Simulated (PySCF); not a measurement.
## chlorine monofluoride: calculation against experiment

**The experiment to reproduce.**

From NIST CCCBDB Release 22 (SRD 101), experimental dipoles, for the gas: dipole moment (microwave Stark effect) 0.88 D.

From Liu, Meijer, Perez-Rios, Phys. Chem. Chem. Phys. 22 (2020) 24191, for the gas: dipole moment 0.85 D.

The results are set against them at the end.

Chlorine monofluoride, ClF.
SMILES with atom numbers: `[F:1][Cl:2]`

Geometry (GFN2-xTB, Å), atoms numbered from 1 in this order:
```
atom  x, y, z in Å
F1     0.8422   -0.0030   -0.0027
Cl2   -0.8394    0.0043   -0.0114
```

The PySCF runs (gas phase, on this GFN2-xTB geometry; no spin–orbit coupling):

| level | job | basis functions | wall time |
| --- | --- | --- | --- |
| PBE0/pcSseg-1 | shieldings, charges and field gradients | 41 | 1.8 s |

Hardware: one thread, x86-64 server, on a shared host.

Results beside the measurements:

**Dipole moment.** Measured: 0.88 D (NIST CCCBDB Release 22 (SRD 101), experimental dipoles) and 0.85 D (Liu, Meijer, Perez-Rios, Phys. Chem. Chem. Phys. 22 (2020) 24191). Differences are taken against the first.

| level | computed (D) | computed − measured (D) | % (from the printed values) |
| --- | --- | --- | --- |
| PBE0/pcSseg-1 | 1.18 | +0.30 | +34 |

The computed dipoles belong to one fixed geometry; measured ones are averaged over vibrations unless marked μe. Magnitudes are compared, not signs.

The geometry is computed, not the measured one. Where a level misses, the cause wasn't examined.
